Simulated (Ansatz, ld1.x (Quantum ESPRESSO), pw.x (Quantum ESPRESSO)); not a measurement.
**What a changed setting does to a pw.x run (diamond Al)**

Potential: norm-conserving RRKJ (Kleinman–Bylander form), ld1.x (Quantum ESPRESSO) 7.5, PBEsol; core [Ne], reference 3s1 3p0; waves: 3s (bound): rc 1.80 bohr; 3p (bound, empty): rc 1.75 bohr; local part: all-electron potential smoothed inside 1.65 bohr (lloc = -1); core correction: a·sin(br)/r model core inside 1.15 bohr; rho0 0.001.

The reference run (k-mesh 8³, cutoffs 50/200 Ry, Fermi–Dirac 0.01 Ry, mixing_beta 0.4, conv_thr 1e-9, no spin) gives -0.37 GPa at 26.969 Å³/atom, where all-electron LAPW gives 0.01 GPa. This run, with its own iteration cap, changes smearing to gauss.

```
&control
  calculation='scf', prefix='x', pseudo_dir='./', outdir='./tmp', tstress=.true., disk_io='none'
/
&system
  ibrav=0, nat=2, ntyp=1, ecutwfc=50, ecutrho=200, nbnd=10,
  occupations='smearing', smearing='gauss', degauss=0.01
/
&electrons
  conv_thr=1e-09, mixing_beta=0.4, electron_maxstep=60
/
ATOMIC_SPECIES
Al 1.0 Al.UPF
CELL_PARAMETERS angstrom
  0.00000000 2.99885141 2.99885141
  2.99885141 0.00000000 2.99885141
  2.99885141 2.99885141 0.00000000
ATOMIC_POSITIONS crystal
Al 0.0000 0.0000 0.0000
Al 0.2500 0.2500 0.2500
K_POINTS automatic
8 8 8 0 0 0
```

```bash
pw.x < Al.scf.in > Al.scf.out
```

**Question.** How does the run end?

**Answer.** It converges in 9 iterations; the free energy moves by +19.9 meV/atom and the pressure by -0.07 GPa. Gaussian smearing of the same width is narrower in effect than Fermi–Dirac, so its quadratic term in F is smaller.

```
Message from routine setup:
     using ibrav=0 with symmetry is DISCOURAGED, use correct ibrav instead
     lattice parameter (alat)  =       8.0144  a.u.
     unit-cell volume          =     363.9917 (a.u.)^3
     number of electrons       =         6.00
     number of Kohn-Sham states=           10
     kinetic-energy cutoff     =      50.0000  Ry
     charge density cutoff     =     200.0000  Ry
     scf convergence threshold =      1.0E-09
     Exchange-correlation= PBESOL
     number of k points=    29  Gaussian smearing, width (Ry)=  0.0100
     iteration #  1     ecut=    50.00 Ry     beta= 0.40
     total energy              =     -13.13112227 Ry
     estimated scf accuracy    <       0.22259326 Ry
     iteration #  2     ecut=    50.00 Ry     beta= 0.40
     total energy              =     -13.10380751 Ry
     estimated scf accuracy    <       0.06757211 Ry
     iteration #  3     ecut=    50.00 Ry     beta= 0.40
     total energy              =     -13.11045580 Ry
     estimated scf accuracy    <       0.00156679 Ry
     iteration #  4     ecut=    50.00 Ry     beta= 0.40
     total energy              =     -13.11036619 Ry
     estimated scf accuracy    <       0.00075543 Ry
     iteration #  5     ecut=    50.00 Ry     beta= 0.40
     total energy              =     -13.11041128 Ry
     estimated scf accuracy    <       0.00003966 Ry
     iteration #  6     ecut=    50.00 Ry     beta= 0.40
     total energy              =     -13.11041144 Ry
     estimated scf accuracy    <       0.00000314 Ry
     iteration #  7     ecut=    50.00 Ry     beta= 0.40
     total energy              =     -13.11041149 Ry
     estimated scf accuracy    <       0.00000012 Ry
     iteration #  8     ecut=    50.00 Ry     beta= 0.40
     total energy              =     -13.11041150 Ry
     estimated scf accuracy    <          6.2E-09 Ry
     iteration #  9     ecut=    50.00 Ry     beta= 0.40
     the Fermi energy is     2.8220 ev
!    total energy              =     -13.11041150 Ry
     estimated scf accuracy    <          1.5E-10 Ry
     smearing contrib. (-TS)   =      -0.00107181 Ry
     The total energy is F=E-TS. E is the sum of the following terms:
     one-electron contribution =       3.09324417 Ry
     hartree contribution      =       0.38905466 Ry
     xc contribution           =      -8.03665079 Ry
     ewald contribution        =      -8.55498773 Ry
     convergence has been achieved in   9 iterations
          total   stress  (Ry/bohr**3)                   (kbar)     P=       -4.46
     Message from routine punch:
     Nothing written, as per user request (disk_io='none')
```

The run took about 8.9 s on one core of a shared host (Neoverse-V1, 32 threads, 247 GiB, load 28).
